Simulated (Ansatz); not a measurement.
# Rock-salt LiF: smallest direct gap on the k points sampled by level of theory

No measured value is used here.

| level (code) | value (eV) |
|---|---|
| LDA (Ansatz) | 8.85 |
| PBE (Ansatz) | ? |
| r²SCAN (Ansatz) | 10.07 |
| r²SCAN0 (Ansatz) | 12.80 |
| Hartree–Fock (Ansatz) | 21.86 |

### Question
Fill in the missing entries.

### Answer

- PBE (Ansatz, an electronic-structure program), value (eV): 9.10

Computed values are for a static lattice.  Values are at the measured cell. Cutoffs and k meshes differ between the levels. Ansatz's density-functional and Hartree–Fock values are scalar-relativistic unless marked +SOC, with PAW data made under PBE.
